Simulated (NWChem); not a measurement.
# C2H5NO (Acetaldoxime): levels of theory compared

Aim: a comparison of 5 runs (HF/STO-3G, HF/3-21G, M06-2X/def2-SVP, B3LYP/6-31G*) of C2H5NO (Acetaldoxime). 

Program for the calculation: NWChem 7.3.0.

## Step 1: The structure to begin with

C2H5NO has 9 atoms, charge 0, and is taken as a singlet. As SMILES, `C/C=N/O`. The shape is that of a PBE0-D4/def2-TZVP optimisation. This is one conformer, not always the lowest.

Bond lengths: C1–C2 1.484 Å, C2–N3 1.265 Å, N3–O4 1.386 Å, C1–H5 1.094 Å, C1–H6 1.090 Å, C1–H7 1.094 Å, C2–H8 1.092 Å, O4–H9 0.961 Å. Some angles: C1–C2–N3 120.1°, C2–N3–O4 111.8°, C1–C2–H8 119.8°, N3–C2–H8 120.1°, C2–C1–H5 110.7°, C2–C1–H6 110.4°, C2–C1–H7 110.7°, N3–O4–H9 102.9°, H5–C1–H6 109.0°, H5–C1–H7 107.0°.

## Step 2: Energy and forces at HF/STO-3G (run 1)

Contents of test.xyz:

```xyz
9
C2H5NO
C     -0.999280     0.587920     0.688160
C     -0.158930    -0.219510    -0.230580
N      1.101880    -0.122630    -0.187900
O      1.712900    -0.949740    -1.116540
H     -1.619700    -0.060530     1.313900
H     -0.373670     1.207730     1.329990
H     -1.679180     1.232480     0.123170
H     -0.631750    -0.898110    -0.944170
H      2.647720    -0.777630    -0.976020
```

Contents of test.nw:

```
echo
start test
title "C2H5NO"
memory 2200 mb

geometry units angstroms noautosym nocenter noautoz
  load format xyz test.xyz
end

basis spherical bse
  * library STO-3G
end

scf
  thresh 1e-08
  maxiter 80
  print medium
end

task scf gradient
```

On the command line:

```console
$ nwchem test.nw > test.out
```

The log of the run:

```text
[...]
  functions       =    25
[...]
  wavefunction    = RHF
[...]
         Total SCF energy =   -205.237189513965
      One-electron energy =   -514.777693797537
      Two-electron energy =    191.519232267661
 Nuclear repulsion energy =    118.021272015911
        Time for solution =      0.8s
[...]
                         RHF ENERGY GRADIENTS
    atom               coordinates                        gradient
                 x          y          z           x          y          z
   1 C      -1.888365   1.111008   1.300434    0.024142  -0.015622  -0.018181
   2 C      -0.300334  -0.414814  -0.435733    0.013407   0.020766   0.021889
   3 N       2.082251  -0.231737  -0.355080   -0.027781  -0.019566  -0.019873
   4 O       3.236912  -1.794748  -2.109955    0.032880   0.025082   0.025611
   5 H      -3.060789  -0.114385   2.482911   -0.003667  -0.003160   0.001905
   6 H      -0.706134   2.282279   2.513317    0.002608   0.002337   0.002409
   7 H      -3.173190   2.329049   0.232758   -0.003901   0.001963  -0.002815
   8 H      -1.193834  -1.697182  -1.784223    0.003331  -0.002280  -0.002643
   9 H       5.003465  -1.469508  -1.844410   -0.041019  -0.009519  -0.008302
[...]
```

It took 1.4 s on 1 thread of Intel Xeon 6975P-C (Granite Rapids), shared host; peak memory 0.1 GiB.

## Step 3: Energy and forces at HF/3-21G (run 2)

Contents of c2h5no.nw:

```
start c2h5no
title "C2H5NO"
memory 2200 mb
geometry units angstroms noautosym nocenter noautoz
C       -0.999280       0.587920       0.688160
C       -0.158930      -0.219510      -0.230580
N        1.101880      -0.122630      -0.187900
O        1.712900      -0.949740      -1.116540
H       -1.619700      -0.060530       1.313900
H       -0.373670       1.207730       1.329990
H       -1.679180       1.232480       0.123170
H       -0.631750      -0.898110      -0.944170
H        2.647720      -0.777630      -0.976020
end
basis spherical bse
* library 3-21G
end
scf
thresh 1e-08
maxiter 80
end
task scf gradient
```

On the command line:

```console
$ nwchem c2h5no.nw > c2h5no.out
```

The log of the run:

```text
[...]
  functions       =    46
[...]
  wavefunction    = RHF
[...]
         Total SCF energy =   -206.721168379897
      One-electron energy =   -515.108294735143
      Two-electron energy =    190.365854339334
 Nuclear repulsion energy =    118.021272015911
        Time for solution =      0.9s
[...]
                         RHF ENERGY GRADIENTS
    atom               coordinates                        gradient
                 x          y          z           x          y          z
   1 C      -1.888365   1.111008   1.300434    0.012067  -0.007187  -0.008413
   2 C      -0.300334  -0.414814  -0.435733   -0.013177   0.009033   0.010462
   3 N       2.082251  -0.231737  -0.355080    0.035789  -0.023891  -0.027723
   4 O       3.236912  -1.794748  -2.109955   -0.019671   0.023478   0.026477
   5 H      -3.060789  -0.114385   2.482911   -0.003865  -0.003362   0.002795
   6 H      -0.706134   2.282279   2.513317    0.003507   0.003727   0.003873
   7 H      -3.173190   2.329049   0.232758   -0.004150   0.002858  -0.002935
   8 H      -1.193834  -1.697182  -1.784223   -0.004632  -0.007865  -0.008313
   9 H       5.003465  -1.469508  -1.844410   -0.005868   0.003209   0.003777
[...]
```

It took 1.6 s on 1 thread of Intel Xeon 6975P-C (Granite Rapids), shared host; peak memory 0.1 GiB.

Run 3 isn't shown in full; the table further down has it.

## Step 4: Energy and forces at B3LYP/6-31G(d) (spherical functions) (run 4)

Contents of c2h5no.nw:

```
start c2h5no
title "C2H5NO gradient"
memory stack 880 mb heap 220 mb global 1100 mb

geometry units angstrom noautosym nocenter noautoz
  C    -0.999280    0.587920    0.688160
  C    -0.158930   -0.219510   -0.230580
  N     1.101880   -0.122630   -0.187900
  O     1.712900   -0.949740   -1.116540
  H    -1.619700   -0.060530    1.313900
  H    -0.373670    1.207730    1.329990
  H    -1.679180    1.232480    0.123170
  H    -0.631750   -0.898110   -0.944170
  H     2.647720   -0.777630   -0.976020
end

basis spherical bse
  * library 6-31G*
end

dft
  xc b3lyp
  grid xfine
  convergence energy 1e-08
  maxiter 100
  mulliken
end

task dft gradient
```

On the command line:

```console
$ nwchem c2h5no.nw > c2h5no.out
```

The log of the run:

```text
[...]
          Wavefunction type:  closed shell.
          No. of atoms     :     9
          No. of electrons :    32
[...]
          Charge           :     0
          Spin multiplicity:     1
[...]
          AO basis - number of functions:    66
[...]
              XC Information
              --------------
                         B3LYP Method XC Potential
                     Hartree-Fock (Exact) Exchange  0.200
                        Slater Exchange Functional  0.800 local
                    Becke 1988 Exchange Functional  0.720 non-local
              Lee-Yang-Parr Correlation Functional  0.810
                  VWN I RPA Correlation Functional  0.190 local
[...]
 d= 0,ls=0.0,diis     1   -209.0723849004 -3.27D+02  1.19D-02  4.51D-01     1.9
[...]
 d= 0,ls=0.0,diis    10   -209.1260395975 -9.77D-10  4.24D-07  8.48D-10    17.2
         Total DFT energy =     -209.126039597453
      One electron energy =     -517.330803947459
           Coulomb energy =      218.394602286704
    Exchange-Corr. energy =      -28.211109952610
 Nuclear repulsion energy =      118.021272015911
[...]
  wavefunction    = closed shell
                         DFT ENERGY GRADIENTS
    atom               coordinates                        gradient
                 x          y          z           x          y          z
   1 C      -1.888365   1.111008   1.300434    0.003370  -0.001898  -0.002236
   2 C      -0.300334  -0.414814  -0.435733    0.009255   0.004446   0.004369
   3 N       2.082251  -0.231737  -0.355080   -0.010766  -0.008647  -0.008856
   4 O       3.236912  -1.794748  -2.109955    0.002661   0.009136   0.009792
   5 H      -3.060789  -0.114385   2.482911    0.001701   0.000958  -0.001892
   6 H      -0.706134   2.282279   2.513317   -0.001082  -0.001396  -0.001461
   7 H      -3.173190   2.329049   0.232758    0.001832  -0.001881   0.000720
   8 H      -1.193834  -1.697182  -1.784223    0.001390   0.000821   0.000822
   9 H       5.003465  -1.469508  -1.844410   -0.008360  -0.001540  -0.001257
[...]
```

Run time: 21 s. Hardware: 1 thread of Intel Xeon 6975P-C (Granite Rapids), shared host; peak memory 0.14 GiB.

## Step 5: Energy and forces at B3LYP/6-31G(d) (Cartesian functions) (run 5)

Contents of job.nw:

```
start job
title "C2H5NO"
memory total 2200 mb

geometry units angstroms noautosym nocenter noautoz
  C     -0.999280     0.587920     0.688160
  C     -0.158930    -0.219510    -0.230580
  N      1.101880    -0.122630    -0.187900
  O      1.712900    -0.949740    -1.116540
  H     -1.619700    -0.060530     1.313900
  H     -0.373670     1.207730     1.329990
  H     -1.679180     1.232480     0.123170
  H     -0.631750    -0.898110    -0.944170
  H      2.647720    -0.777630    -0.976020
end

basis cartesian
  * library 6-31G*
end

dft
  xc b3lyp
  grid xfine
  convergence energy 1e-08
  maxiter 100
  mulliken
end

task dft gradient
```

On the command line:

```console
$ nwchem job.nw > job.out
```

The log of the run:

```text
[...]
          Wavefunction type:  closed shell.
          No. of atoms     :     9
          No. of electrons :    32
[...]
          Charge           :     0
          Spin multiplicity:     1
[...]
          AO basis - number of functions:    70
[...]
              XC Information
              --------------
                         B3LYP Method XC Potential
                     Hartree-Fock (Exact) Exchange  0.200
                        Slater Exchange Functional  0.800 local
                    Becke 1988 Exchange Functional  0.720 non-local
              Lee-Yang-Parr Correlation Functional  0.810
                  VWN I RPA Correlation Functional  0.190 local
[...]
 d= 0,ls=0.0,diis     1   -209.0752120598 -3.27D+02  1.19D-02  5.57D-01     2.1
[...]
 d= 0,ls=0.0,diis    10   -209.1307212512 -1.19D-09  4.79D-07  1.68D-09    18.3
         Total DFT energy =     -209.130721251183
      One electron energy =     -517.297352655095
           Coulomb energy =      218.323539994506
    Exchange-Corr. energy =      -28.178180606506
 Nuclear repulsion energy =      118.021272015911
[...]
  wavefunction    = closed shell
                         DFT ENERGY GRADIENTS
    atom               coordinates                        gradient
                 x          y          z           x          y          z
   1 C      -1.888365   1.111008   1.300434    0.003196  -0.001854  -0.002180
   2 C      -0.300334  -0.414814  -0.435733    0.009479   0.004419   0.004328
   3 N       2.082251  -0.231737  -0.355080   -0.010504  -0.009247  -0.009521
   4 O       3.236912  -1.794748  -2.109955    0.002325   0.009702   0.010423
   5 H      -3.060789  -0.114385   2.482911    0.001653   0.000940  -0.001841
   6 H      -0.706134   2.282279   2.513317   -0.001018  -0.001388  -0.001456
   7 H      -3.173190   2.329049   0.232758    0.001782  -0.001831   0.000709
   8 H      -1.193834  -1.697182  -1.784223    0.001394   0.000835   0.000837
   9 H       5.003465  -1.469508  -1.844410   -0.008307  -0.001576  -0.001299
[...]
```

It took 22 s on 1 thread of Intel Xeon 6975P-C (Granite Rapids), shared host; peak memory 0.15 GiB.

## Step 6: Overview of the runs

```
run                               level  iteration cap  module  energy (Eh)  dipole moment (D)  HOMO energy (eV)  LUMO energy (eV)  wall time
  1                           HF/STO-3G             80     scf  -205.237190               0.32             -8.45              8.25      1.4 s
  2                            HF/3-21G             80     scf  -206.721168               0.79            -10.28              4.98      1.6 s
  3                     M06-2X/def2-SVP            100     dft  -208.875990                  –                 –                 –       36 s
  4  B3LYP/6-31G* (spherical functions)            100     dft  -209.126040               0.49             -6.73              0.42       21 s
  5  B3LYP/6-31G* (Cartesian functions)            100     dft  -209.130721               0.50             -6.74              0.41       22 s
```

## Step 7: Summary of results

```
                       quantity          value
            run 5: total energy  -209.13072 Eh
           run 5: dipole moment         0.50 D
             run 5: HOMO energy       -6.74 eV
             run 5: LUMO energy        0.41 eV
           run 5: HOMO–LUMO gap        7.15 eV
run 5: largest force on an atom     0.870 eV/Å
```

Over runs 1, 2, 4, 5 the dipole moment (its size) runs from 0.32 D (HF/STO-3G) to 0.79 D (HF/3-21G). Over runs 1, 2, 4, 5 the HOMO–LUMO gap runs from 7.14 eV (B3LYP/6-31G*) to 16.70 eV (HF/STO-3G). The two ends differ in method and basis. Totals of different functionals can't be ranked against each other. In run 1 the basis is minimal, so the values are rough. All runs together took 83 s, the longest 36 s.
